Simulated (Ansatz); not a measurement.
# C2H4ClN: one species, many methods

The task here is to estimate one member of a computed series from the others.

Program: Ansatz 0.2.0, Gaussian basis. Level of theory: functionals in def2-TZVPP, the program's frozen cores in correlated methods. These are calculated values, not measurements.

Levels to be run: LDA (SPW92), PBE-D4, revPBE-D4, BLYP-D4, r2SCAN-D4, B97M-V, PBE0-D4, B3LYP-D4, r2SCANh-D4, r2SCAN0-D4, HSE06-D4, BHLYP-D4, CAM-B3LYP-D4, LC-ωPBE, ωB97X-V, ωB97M-V, B2PLYP, PBE-QIDH; CCSD(T)/def2-SVP; CCSD(T)/def2-TZVPP; MP2/def2-QZVPP; extrapolation to the limit; RPA on PBE.

### The geometry

The geometry comes from an earlier relaxation with PBE0-D4 in a triple-zeta def2 set; it is a stationary point, not always the lowest conformer.

SMILES `C=C(N)Cl`, 8 atoms, charge 0, spin multiplicity 1.

Atoms are counted from 1 here; the program's logs count them from 0.

Bond lengths: C1–C2 1.329 Å, C1–H5 1.078 Å, C1–H6 1.083 Å, C2–N3 1.378 Å, C2–Cl4 1.734 Å, N3–H7 1.007 Å, N3–H8 1.008 Å. Angles: C2–C1–H5 121.1°, C2–C1–H6 120.1°, H5–C1–H6 118.8°, C1–C2–N3 127.5°, C1–C2–Cl4 120.5°, N3–C2–Cl4 111.9°, C2–N3–H7 115.0°, C2–N3–H8 114.1°, H7–N3–H8 113.2°.

The first run:

Input file in.yaml:

```yaml
crystal:
  periodic: [false, false, false]
  atoms:
    - {symbol: C, position_ang: [0.107685, 1.181057, -0.243841]}
    - {symbol: C, position_ang: [-0.223415, -0.106370, -0.265036]}
    - {symbol: N, position_ang: [0.398625, -1.142497, 0.396624]}
    - {symbol: Cl, position_ang: [-1.517578, -0.666456, -1.273448]}
    - {symbol: H, position_ang: [-0.392337, 1.894896, -0.878668]}
    - {symbol: H, position_ang: [0.904068, 1.525910, 0.404217]}
    - {symbol: H, position_ang: [-0.208881, -1.896794, 0.673939]}
    - {symbol: H, position_ang: [1.023934, -0.846745, 1.130413]}
basis:
  gaussian: {orbitals: def2-TZVPP}
hamiltonian: {xc: lda}
output: {orbitals: {seedname: orbitals}}
```

Command:

```console
$ ansatz run in.yaml --threads 2 --pin off --events-out ev --progress --plain --max-ram 4352MiB
```

Steps of the session up to this table: LDA; PBE-D4 (GGA); revPBE-D4 (GGA); BLYP-D4 (GGA); r2SCAN-D4 (meta-GGA); B97M-V (meta-GGA); PBE0-D4 (hybrid); B3LYP-D4 (hybrid); r2SCANh-D4 (hybrid); r2SCAN0-D4 (hybrid); HSE06-D4 (hybrid); BHLYP-D4 (hybrid); CAM-B3LYP-D4 (range-separated); LC-ωPBE (range-separated); ωB97X-V (range-separated); ωB97M-V (range-separated); B2PLYP (double hybrid); PBE-QIDH (double hybrid).

One of the session's tables, all rows but one given; the rest of the session is left out.

It belongs to the step «Orbital energies across the functionals». 

```
  functional  HOMO (eV)  LUMO (eV)  gap (eV)
 LDA (SPW92)      -5.42      -0.65      4.78
      PBE-D4      -5.24      -0.42      4.82
   revPBE-D4      -5.18      -0.34      4.84
     BLYP-D4      -5.10      -0.32      4.78
   r2SCAN-D4      -5.47      -0.19      5.28
      B97M-V      -5.50      -0.12      5.38
     PBE0-D4      -6.42       0.54      6.96
    B3LYP-D4      -6.21       0.28      6.49
  r2SCANh-D4          ?          ?         ?
  r2SCAN0-D4      -6.57       0.69      7.27
    HSE06-D4      -6.02       0.16      6.18
    BHLYP-D4      -7.46       1.48      8.95
CAM-B3LYP-D4      -7.75       1.58      9.33
     LC-ωPBE      -9.10       2.79     11.89
     ωB97X-V      -8.73       2.70     11.42
     ωB97M-V      -8.63       2.35     10.98
```

Estimate the missing values for r2SCANh-D4.

Worked estimate for «HOMO (eV)». Against the share of exact exchange, r2SCAN-D4 (0, -5.47), r2SCAN0-D4 (0.25, -6.57) give a slope of -4.40 per unit share; at 0.1 the line stands at -5.91.

The run gave: HOMO (eV): -5.91; LUMO (eV): 0.17; gap (eV): 6.08. In «HOMO (eV)» the line misses by 0.00.
